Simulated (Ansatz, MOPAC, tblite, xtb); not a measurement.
## How methods differ on CH7NSi (SMILES C[SiH2]N)

The species is CH7NSi (10 atoms), meant as a singlet with charge 0. As SMILES, `C[SiH2]N`. Geometry: relaxed at PBE0-D4/def2-TZVP. This is one conformer, not always the lowest.

```xyz
10

C    -1.1640    0.5237   -0.5505
Si    0.2013   -0.6652   -0.0767
N     1.4781   -0.0209    0.8797
H    -1.9218    0.0163   -1.1550
H    -0.7732    1.3610   -1.1345
H    -1.6579    0.9309    0.3357
H     0.8185   -1.1924   -1.3249
H    -0.3992   -1.7842    0.7005
H     2.1652    0.5930    0.4744
H     1.3362    0.1867    1.8544
```

Quantity: the dipole moment, in D. The values are calculated.

| level | kind | program | value (D) | CPU time |
| --- | --- | --- | --- | --- |
| PM3 | semi-empirical | MOPAC | 1.06 | under 2 s |
| GFN2-xTB | semi-empirical | xtb | 1.54 | under 2 s |
| GFN1-xTB | semi-empirical | tblite | 2.42 | under 2 s |
| GFN0-xTB | semi-empirical | xtb | 2.21 | under 2 s |
| HF/STO-3G | Hartree–Fock | Ansatz | 0.94 | 0.94 s |
| HF/3-21G | Hartree–Fock | Ansatz | 1.73 | 1.5 s |
| HF/def2-SVP | Hartree–Fock | Ansatz | 1.57 | 5.8 s |
| HF/6-311G** | Hartree–Fock | Ansatz | 1.55 | 8.8 s |
| SVWN5/6-31G | LDA | Ansatz | 1.75 | 5.9 s |
| B3LYP/6-31G* (spherical functions) | global hybrid | Ansatz | 1.66 | 11 s |

The values span 0.94 to 2.42 D. Magnitudes only: a small dipole may point the other way at some levels. Sets without polarisation functions give poor dipoles. CPU times are rough (shared hosts, several kinds of processor): they show what a rung costs within a factor of a few.
